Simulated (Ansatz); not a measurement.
Species: C3H6, SMILES `C1CC1` (charge 0, multiplicity 1), formula C$_{3}$H$_{6}$.

Q: How many basis functions does frozen-core CCSD(T)/cc-pVQZ // B3LYP-D3(BJ)/def2-TZVP (Ansatz, an electronic-structure program) use, how many core orbitals are frozen, and how many electrons are correlated?

A: 345 basis functions and 3 frozen orbitals, which leaves 18 correlated electrons. Core time is of the order of minutes.
